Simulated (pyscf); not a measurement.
# Routes from SiH₄ (SMILES [SiH4]) + Cl–Si:–Cl (SMILES Cl[Si]Cl) [singlet]

Candidate steps break at most two bonds and form at most two. Each was searched with GFN2-xTB (tblite) first. Optimised with ωB97X-D3(BJ)/def2-SVP in PySCF. Correlated levels are frozen-core, on RHF or UHF. ΔMP2 is the change of the MP2 total energy from the triple- to the quadruple-zeta basis. Energies: CCSD(T)/def2-TZVPP + ΔMP2(QZVPP), eV, from the separated reactants, singlet surface; ΔG‡ with ideal gas, 1 atm, RRHO with modes under 100 cm⁻¹ raised to 100, one conformer, R ln 2 for chiral ones without a mode under 150 cm⁻¹.

| products | type | ΔE‡ | ΔE | ΔG‡ 298 K | ΔG‡ 900 K | ν‡ (cm⁻¹) |
|---|---|---|---|---|---|---|
| H₃Si–SiH(Cl)–Cl | insertion | 0.79 | -1.47 | 1.23 | 2.09 | 517i |
| HCl + H₃Si–Si:–Cl [singlet] | four-centre exchange | 1.74 | +1.53 | 2.10 | 2.88 | 786i |

Row 2: On the product side the descent ends in a bound adduct, 0.36 eV under the separated species and 0.40 eV under the saddle at ωB97X-D3(BJ)/def2-TZVP. 

Plain bond fissions and candidates not yet searched are not listed, and one of them may be faster. Each barrier is that of the saddle found; lower ones may exist. The CCSD(T) − MP2 part came from Ansatz, without density fitting, on the same reference.
